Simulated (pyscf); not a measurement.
Elementary routes open to Br–SiH₂–Br (SMILES Br[SiH2]Br) + H• (SMILES [H]) in the gas phase (doublet surface):
A. HBr (SMILES Br) + •H₂Si–Br (SMILES [SiH2]Br) (Br–Si broken; Br–H formed)
B. Br–SiH•–Br (SMILES Br[SiH]Br) + H₂ (SMILES [H][H]) (H–Si broken; H–H formed)

Single points on ωB97X-D3(BJ)/def2-SVP structures (PySCF, gas phase).

Task: Rank the routes by free-energy barrier at 600 K, lowest first, for ωB97M-D3(BJ)/def2-TZVP energies (ideal gas, 1 atm, RRHO with modes under 100 cm⁻¹ raised to 100, one conformer, R ln 2 for chiral ones without a mode under 150 cm⁻¹).

Result: B (0.63 eV), A (1.16 eV)

Route B is the fastest of these, ahead of the next by 0.52 eV. The most stable products are those of B (ΔG = -0.72 eV), so kinetics and thermodynamics agree. At 1200 K B is still the fastest. Only these routes are compared; each barrier is that of the saddle found, and lower ones may exist. Elements up to Kr have no core potential and no relativistic terms here.
